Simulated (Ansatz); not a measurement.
How far each method lies from full CI for HBAl, doublet

Geometry: a point of a stretch scan, not a stationary point.

```xyz
3

B     0.0000   -0.1401    2.0533
Al    0.0000    0.0629   -5.2829
H     0.0000    0.0772    3.2296
```

Basis 6-31G; Ansatz 0.2.0. Correlated methods freeze the noble-gas cores, which leaves 7 electrons in 18 orbitals. Prefix R: restricted or restricted open-shell reference; prefix U: unrestricted.

Full CI is exact within this basis and frozen core; it isn't the basis-set limit. The frozen core follows each run's orbitals, which can shift R against U totals by a few meV.

Coupled cluster chose its determinant by trial CCSD, here up to 0.19 eV above the lowest Hartree–Fock solution of its kind, and MP2 stands on that determinant too. For open shells CISD is restricted-active-space CI with the open shells as a complete middle space.

- UHF ⟨S²⟩: 1.227
- ⟨S²⟩ of the determinant under UCCSD: 0.750
- T1 diagnostic (RCCSD): 0.0113
- largest doubles amplitude (RCCSD): 0.136
- T1 diagnostic (UCCSD): 0.0113

**Question.** From what is known of these methods and the diagnostics, rank them by the size of their error in total energy against full CI in 6-31G, smallest first (an estimate: the text doesn't fix the numbers).
A. UCCSD(T)
B. UCCSD
C. CISD
D. UCCSDT(Q)
E. RMP2

**Answer.** D (0.01 kcal/mol), A (0.23 kcal/mol), B (0.74 kcal/mol), C (4.50 kcal/mol), E (23.13 kcal/mol).

All errors are against full CI in 6-31G. Within each family the higher level lies nearer, as is usual though not guaranteed.

The full-CI state has the irrep A' of Cs, in the program's axes (one component, if the state is degenerate).

Natural occupations of full CI about the gap: 1.974 1.906 1.862 0.998 0.064 0.064 0.042 0.041 0.022 0.008; effectively unpaired electrons, Σ n²(2−n)², 1.15.
